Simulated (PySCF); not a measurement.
C₃H₃Cl₃ (charge +1 and doublet state).
Atom-mapped SMILES: `[CH2:1][CH+:2][C:3]([Cl:4])([Cl:5])[Cl:6]` (hydrogens: H7, H8 on C1; H9 on C2)

Structure used (GFN2-xTB), in Å, numbered top down from 1:
```
atom  x, y, z in Å
C1     1.4015   -0.0879   -0.3395
C2     0.3369    0.4063    0.2780
C3    -1.1039   -0.0510    0.0382
Cl4   -1.4032   -0.7643   -1.5415
Cl5   -2.2887    1.2020    0.3903
Cl6   -1.0886   -1.3284    1.3374
H7     2.3639    0.3960   -0.2251
H8     1.3838   -0.9438   -0.9979
H9     0.4118    1.1771    1.0350
```

Theory: UKS B3LYP, pcH-1 on C Cl H, non-relativistic, mean-field spin-orbit, GIAO in PySCF. Isolated species at its GFN2-xTB geometry (one conformer only). A GFN2-xTB geometry isn't a minimum of the functional, and hyperfine couplings can be far from their values at a DFT geometry, by a factor of two or more for some ions and for spin on atoms past the first row.

Output of the driver script. Atoms in this output count from 0.

```
UKS, coarse grid
  cycle   1  E = -1496.20686451  |g| = 4.95e-01
  cycle   2  E = -1495.64648304  |g| = 1.16e+00
  cycle   3  E = -1496.30641627  |g| = 1.82e-01
  cycle   4  E = -1496.32190624  |g| = 6.27e-02
  cycle   5  E = -1496.32379776  |g| = 1.04e-02
  cycle   6  E = -1496.32387968  |g| = 4.26e-03
  cycle   7  E = -1496.32390108  |g| = 3.57e-03
  cycle   8  E = -1496.32391717  |g| = 1.78e-03
  cycle   9  E = -1496.32392695  |g| = 5.47e-04
UKS, final grid
  cycle   1  E = -1496.32389807  |g| = 5.87e-04
  cycle   2  E = -1496.32389899  |g| = 1.08e-03
  cycle   3  E = -1496.32389988  |g| = 2.38e-04
  cycle   4  E = -1496.32390037  |g| = 2.19e-04
  cycle   5  E = -1496.32390096  |g| = 1.16e-04
  cycle   6  E = -1496.32390098  |g| = 3.08e-05
  cycle   7  E = -1496.32390098  |g| = 1.82e-05
E = -1496.32390098 Eh   <S^2> = 0.7552 (exact 0.7500)
g shifts (ppm)      1          2          3
  rmc          -217       -217       -217
  gc             20         51         26
  oz_so        1583       8040      53279
  total        1388       7874      53089
hyperfine (MHz)  atom isotope    a_iso     a_fc   dipolar eigenvalues
    0   13C      25.86      25.86    -39.28    -36.64     75.93
    1   13C      10.03      10.03    -27.33    -21.97     49.29
    2   13C       0.33       0.33     -2.89     -1.99      4.87
    3  35Cl       0.31       0.31     -4.00     -3.52      7.53
    4  35Cl      -0.84      -0.84     -2.31     -0.44      2.75
    5  35Cl      11.07      11.07    -69.74    -68.84    138.59
    6    1H     -19.08     -19.08    -18.16     -5.15     23.32
    7    1H     -21.18     -21.18    -17.13     -5.12     22.25
    8    1H     -10.60     -10.60    -11.80     -4.07     15.88
```

**Question.** The SCF converged. Which of these numbers needs a check, and why?

**Answer.** The largest g shift is +0.053, past the limit of 0.03 at which the run flags a species of elements up to argon. The orbital-Zeeman/spin–orbit term is second order, a sum of spin–orbit matrix elements over excitation energies, so it grows and becomes less reliable as an excited state comes close; a shift of this size calls for a check with another method. The contact and dipolar couplings don't rest on that expansion, but they belong to the state that the SCF found, and a close-lying state with the spin in another orbital would have other couplings; no stability test was run. The run left out the spin–orbit part of the hyperfine coupling.

**Question.** Where is the spin in this solution (atoms counted from 1)?

**Answer.** The largest Mulliken spin populations are on C1 (+0.45), Cl6 (+0.36) and C2 (+0.23). Three atoms exceed +0.15. ⟨S²⟩ = 0.7552 against the exact 0.7500, so spin contamination is small. The SMILES `[CH2][CH+]C(Cl)(Cl)Cl` draws the unpaired electron on C1, whose computed spin population is only +0.45.

**Question.** Average a_iso over equivalent nuclei, turn it into first-order splittings with g = 2.0023, and give the multiplets for abundant isotopes (0.05 mT or more).

**Answer.** 
```csv
nuclei (from 1),isotope,I,position,a_iso (MHz),|a| (mT),splits into
H8,1H,1/2,1 bond from C1,-21.2,0.76,1:1 doublet
H7,1H,1/2,1 bond from C1,-19.1,0.68,1:1 doublet
H9,1H,1/2,"2 bonds from C1, on C2 of spin population +0.23",-10.6,0.38,1:1 doublet
Cl4/Cl5/Cl6,35Cl,3/2,2 bonds from Cl6,3.5,0.13,1:3:6:10:12:12:10:6:3:1 decet
```

Class means assume fast exchange of nuclei equivalent by connectivity; if that motion is slow, each nucleus keeps its own coupling. H7 and H8 aren't averaged: C1 is flat or nearly so (angle sum 360°), and its turn about the short C1–C2 bond (1.33 Å) is taken as slow. The three 35Cl nuclei of mean +3.5 MHz run from -0.8 to 11.1 MHz in the frozen geometry. Main isotope only: 35Cl (natural samples also hold 24 % 37Cl, magnetic too, which adds its own pattern). Main spin sites, with 60 % or more of the largest population: C1, Cl6; positions count bonds from the nearest.

The run took 32 s of wall time (with the writing of density and orbital grids) on an AMD EPYC 7B13 with one thread, shared host, and the process peaked at 0.79 GiB of memory.
